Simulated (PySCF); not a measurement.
Gas-phase reaction: Si + 4 H → SiH₄

Energies from PySCF, thermal terms from the rigid-rotor harmonic-oscillator model, ideal gas at 1 bar. Table values come from the NASA 1993 polynomials. † marks an energy on the PBE0/def2-TZVP geometry and frequencies. Open shells (unrestricted): Si (multiplicity 3), H (multiplicity 2); the rest are closed-shell singlets. Spin-orbit splitting is ignored; it lowers the true energy and changes the entropy of Si.

ωB97X-V/def2-TZVP† gives ΔH°(298 K) = -1305.1 kJ.

Problem. What does r2SCAN/def2-TZVP† give, and where does the table lie?

Solution. r2SCAN/def2-TZVP†: -1284.3 kJ. Table: -1287.7 kJ.
